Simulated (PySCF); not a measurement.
Broadened absorption spectrum of CH2FP

CH₂FP.
Atom-mapped SMILES: `[H]/[P:3]=[CH:2]/[F:1]` (hydrogens: H4 on C2; H5 on P3)

Cartesian coordinates in Å at the GFN2-xTB level; atoms count from 1:
```xyz
5
CH2FP angstrom
F     -1.6206   -0.5753   -0.3369
C     -0.4354    0.0221   -0.1523
P      0.7975   -0.7619    0.6590
H     -0.4270    1.0137   -0.5859
H      1.6941    0.3043    0.5277
```

Computed, not measured: TDDFT CAM-B3LYP/def2-SVPD, vertical, gas phase, core orbitals frozen in the response in PySCF 2.14.0, density-fitted response routines.

Computed states:

```csv
state,E (eV),f
S1,5.22,0.012
S2,5.62,0.208
S3,6.29,0.014
S4,7.18,0.0002
S5,7.86,0.154
S6,7.89,0.024
S7,8.21,0.023
S8,8.40,0.056
```

Each state is given a Gaussian of 0.3 eV full width at half maximum, with ε(max) = 2.175×10⁸ f / Δν̃ (Δν̃ the width in cm⁻¹). The width is an assumption, not a result. The curve ends short of the highest state used, and states not computed would add to its high-energy end.

**Question.** What does the envelope look like, and where are its maxima?

**Answer.** 
E (eV), ε (L mol⁻¹ cm⁻¹) and a bar:
```
     4.77          2 
     4.90         43 
     5.04        386 #
     5.17       1031 ##
     5.30       1732 ###
     5.43       6576 ############
     5.56      16870 ##############################
     5.69      15920 ############################
     5.83       4679 ########
     5.96        551 #
     6.09        382 #
     6.22       1100 ##
     6.35       1177 ##
     6.48        445 #
     6.62         49 
     6.75          2 
     6.88          1 
     7.01          7 
     7.14         17 
     7.27         15 
     7.40         28 
     7.54        687 #
     7.67       5252 #########
     7.80      14260 #########################
```

Maxima: 221 nm (5.62 eV), ε about 19000, made up of S2 (100%); 197 nm (6.29 eV), ε about 1300, made up of S3 (100%); 173 nm (7.19 eV), ε about 18, made up of S4 (100%) (ε in L mol⁻¹ cm⁻¹; maxima over ε = 5, shares over 10%). At its high-energy end, 7.80 eV, the curve is still rising (ε about 14000, from S5 and S6).

**Question.** On this curve, what absorbance would a 10⁻³ mol/L sample give at 222 nm over a 1 cm path?

**Answer.** 222 nm is 5.585 eV, where ε is about 18000 L mol⁻¹ cm⁻¹, so A = ε c l ≈ 18 (Beer–Lambert, with the gas-phase spectrum and the assumed width).

**Question.** Does any computed singlet lie in the visible range?

**Answer.** No computed singlet lies in the visible range (380 to 750 nm); the lowest, at 237 nm, stands 1.96 eV above its violet end (3.26 eV); a Tamm–Dancoff triplet lies at 453 nm, without intensity as long as spin–orbit coupling is left out.

**Question.** What would ε be at 5.62 eV, the highest of these maxima, with half the width (0.15 eV)?

**Answer.** About 37300 L mol⁻¹ cm⁻¹ against 18700, a factor of about 2.00; a lone state at its own centre would give exactly 2.

Cost: about 7 s of CPU time on one thread; the machine was shared, so the figure is rough.
